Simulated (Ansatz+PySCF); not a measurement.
The numbers below are computed, except where a source is named.
This PySCF input gave a total energy of -49.08950 hartree.

```python
from pyscf import gto, scf

mol = gto.M(atom="""
B 0.000000 0.000000 -0.723910
B 0.000000 0.000000 0.723910
""", basis='def2-svp', charge=0, spin=2)
mf = scf.UHF(mol)
mf.init_guess = '1e'
mf.kernel()
while True:  # follow internal instabilities
    mo, _, stable, _ = mf.stability(return_status=True)
    if stable: break
    mf.kernel(mf.make_rdm1(mo, mf.mo_occ))
print(mf.converged, mf.e_tot, mf.spin_square()[0])
```

(1) Write an input for Ansatz with the same method and basis set.

Answers

(1)

```yaml
crystal:
  periodic: [false, false, false]
  atoms:
    - { symbol: B, position_ang: [0.0, 0.0, -0.72391] }
    - { symbol: B, position_ang: [0.0, 0.0, 0.72391] }
basis:
  gaussian: { orbitals: def2-SVP }
magnetization:
  spin_polarized: true
  initial_magnetization: 2
hamiltonian:
  xc: hf
```

Ansatz (development build ahead of 0.2.0) gave -49.08950 hartree, 0.03 meV from the first. Caution: the unrestricted determinant is a mixture of spin states; the determinant breaks the point group.
